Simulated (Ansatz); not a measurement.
Zinc-blende HgTe, treated with PBE+SOC in Ansatz (PAW).

Numerical settings: plane-wave cutoff 520 eV, 10×10×10 k mesh, Fermi–Dirac smearing 0.01 eV, PAW data made under PBE.

Pressure at four volumes; x = ln(V/36.381 Å³). One pressure is withheld.

| V (Å³/atom) | x | P (GPa) |
|---|---|---|
| 34.199 | -0.0619 | ? |
| 34.926 | -0.0408 | 1.611 |
| 36.381 | 0.0000 | 0.027 |
| 38.564 | 0.0583 | -1.715 |

Task: Pass a parabola P(x) through the three rows shown, estimate the bulk modulus and its pressure derivative near zero pressure, and predict the withheld pressure.

Result: Slopes between the rows: (0.027 − (1.611))/(0.0000 − (-0.0408)) = -38.82 and (-1.715 − (0.027))/(0.0583 − (0.0000)) = -29.88 GPa. Their difference over the span 0.0991 is c = 8.94/0.0991 = 90.2 GPa, so P(x) = 1.611 + (-38.82)(x − (-0.0408)) + 90.2 (x − (-0.0408))(x − (0.0000)). At the middle row B = −dP/dx = −[-38.82 + 90.2 × 0.0408] = 35.1 GPa, and B′ = dB/dP = 2c/B = 5.1. At x = -0.0619 the parabola gives 2.548 GPa; the run gives 2.564 GPa. The Birch–Murnaghan fit to the energies at all volumes has B0 = 34.7 GPa and B′ = 5.3.

Measured, for comparison: bulk modulus 42.3 GPa (temperature not stated, not corrected to a static lattice; as tabulated in Toher et al. (2017), arXiv:1611.05714). Computed less measured: bulk modulus -18 %.

Ansatz is an electronic-structure program.
